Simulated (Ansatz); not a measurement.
fcc Ca was calculated with HSE06-D3(BJ) (PAW; Ansatz, a quantum-chemistry and plane-wave program).

Numerical settings: plane-wave cutoff 460 eV, 10×10×10 k mesh, Fermi–Dirac smearing 0.05 eV, scalar-relativistic PAW data made under PBE.

Pressure at four volumes; x = ln(V/40.834 Å³). One pressure is withheld.

```csv
V (Å³/atom),x,P (GPa)
38.759,-0.0522,?
39.779,-0.0262,0.503
40.834,0.0000,-0.016
42.839,0.0479,-0.852
```

### Question
Pass a parabola P(x) through the three rows shown, estimate the bulk modulus and its pressure derivative near zero pressure, and predict the withheld pressure.

### Answer
Slopes between the rows: (-0.016 − (0.503))/(0.0000 − (-0.0262)) = -19.81 and (-0.852 − (-0.016))/(0.0479 − (0.0000)) = -17.45 GPa. Their difference over the span 0.0741 is c = 2.36/0.0741 = 31.8 GPa, so P(x) = 0.503 + (-19.81)(x − (-0.0262)) + 31.8 (x − (-0.0262))(x − (0.0000)). At the middle row B = −dP/dx = −[-19.81 + 31.8 × 0.0262] = 19.0 GPa, and B′ = dB/dP = 2c/B = 3.3. At x = -0.0522 the parabola gives 1.061 GPa; the run gives 1.065 GPa. The Birch–Murnaghan fit to the energies at all volumes has B0 = 19.0 GPa and B′ = 3.5.

Measured, for comparison: bulk modulus 18.6 GPa (corrected for temperature and zero-point phonon effects, our sources range from 15.9 to 18.7; as tabulated in Levämäki et al. (2014), arXiv:1402.3671). Computed (rounded) less measured: bulk modulus not scored (sources differ).
